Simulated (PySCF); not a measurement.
## Sound and unsound settings

Molecule: `C(C(=C=O)Cl)F`, C₃H₂ClFO; geometry GFN2-xTB.

Molfile (atoms numbered from 1):
```
C3H2ClFO
     RDKit          3D

  8  7  0  0  0  0  0  0  0  0999 V2000
    2.5128   -0.7596   -0.4847 O   0  0  0  0  0  0  0  0  0  0  0  0
    1.5145   -0.2250   -0.2444 C   0  0  0  0  0  0  0  0  0  0  0  0
    0.4105    0.3822    0.0881 C   0  0  0  0  0  0  0  0  0  0  0  0
    0.5241    2.1222    0.3091 Cl  0  0  0  0  0  0  0  0  0  0  0  0
   -0.9421   -0.2524    0.1417 C   0  0  0  0  0  0  0  0  0  0  0  0
   -1.5197   -0.3122   -1.1067 F   0  0  0  0  0  0  0  0  0  0  0  0
   -0.8782   -1.2847    0.5014 H   0  0  0  0  0  0  0  0  0  0  0  0
   -1.6128    0.3389    0.7710 H   0  0  0  0  0  0  0  0  0  0  0  0
  1  2  2  0
  2  3  2  0
  3  4  1  0
  3  5  1  0
  5  6  1  0
  5  7  1  0
  5  8  1  0
M  END
```

All runs: PySCF 2.14, non-relativistic, gas phase unless a solvent (IEF-PCM) is named; grid level 2, GIAOs and SCF threshold 1e-9 unless changed. The yardstick, PBE0/pcSseg-1, gives these isotropic shieldings σ (ppm, equivalent atoms averaged): O1 -99.1, C2 -22.5, C5 99.6, C3 126.1, Cl4 855.8, F6 388.0, H7/H8 26.11.

Problem. What do these inputs give? (1) PBE0/aug-cc-pVDZ; diis off; max_cycle 67; scale 1.1; altered: scale 1.1; (2) solvent methanol; PBE0/pcSseg-2; (3) mPW1PW91/pcSseg-1; conv 1e-07; (4) solvent chloroform; CAM-B3LYP/6-311G**; grid level 3; conv 1e-11; (5) OPBE/IGLO-III; guess atom

Solution. 
```tsv
run	outcome	functions	wall time	O1	C2	C5	C3	Cl4	F6	H7/H8
1	not converged	160	36 s	–	–	–	–	–	–	–
2	converged	251	29 s	-78.4	-25.8	96.2	123.8	845.9	399.4	25.84
3	converged	119	7.3 s	-99.5	-23.5	98.8	125.1	853.9	388.0	26.18
4	converged	128	13 s	-93.3	-21.3	101.3	125.6	880.6	405.5	26.49
5	converged	239	21 s	-69.3	-17.6	97.0	125.6	815.3	381.1	26.04
```

Times are on shared hosts with different chips, so compare them loosely.

Problem. Comment on the technical settings and failures.

Solution. 
- Run 1: All coordinates were scaled by 1.1, as happens with a wrong length unit or a careless edit. The SCF stopped after 67 cycles without meeting its threshold, with DIIS switched off and the cycle limit at 67, so no response property followed.
- Run 5: The functional and orbital basis differ from the yardstick's, which in itself moves the values. The starting guess changes the path of the SCF (13 cycles), not the solution, provided the same state is reached.

Run 1 was set up unsoundly or failed; its numbers aren't to be quoted as properties of the molecule.
